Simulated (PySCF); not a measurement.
**A small calculation by hand: chemical shift, span and skew from a shielding tensor**

C3H8, SMILES CCC. Atoms are numbered in the order given.

```xyz
11

C      1.2754     0.0000     0.2586
C      0.0000     0.0000    -0.5840
C     -1.2754     0.0000     0.2586
H      2.1800     0.0000    -0.3704
H      1.3222    -0.8885     0.9108
H      1.3222     0.8885     0.9108
H      0.0000     0.8807    -1.2506
H      0.0000    -0.8807    -1.2506
H     -2.1800     0.0000    -0.3704
H     -1.3222     0.8885     0.9108
H     -1.3222    -0.8885     0.9108
```
Charge 0, spin multiplicity 1.

The structure is a stationary point at B3LYP-D3(BJ)/def2-SVP.

GIAO shieldings from PySCF with PBE/pcSseg-1, non-relativistic, no solvent. The symmetric part of the tensor of C2 has the principal values 152.1, 159.2, 162.8 ppm. The same nucleus in TMS has σ = 182.0 ppm at this level (PySCF, at its B3LYP-D3(BJ)/def2-TZVP geometry).

### Question
Work out the isotropic shielding, the ¹³C shift against TMS, the span and the skew.

### Answer

σ(iso) = (σ11 + σ22 + σ33)/3 = 158.0 ppm. δ = σ(ref) − σ(iso) = 182.0 − (158.0) = 24.0 ppm.
Span Ω = σ33 − σ11 = 10.7 ppm. Skew κ = 3(σ(iso) − σ22)/Ω = -0.33. Tumbling in solution averages the tensor to δ; in a static solid the shielding alone would spread this spin-1/2 line over Ω.
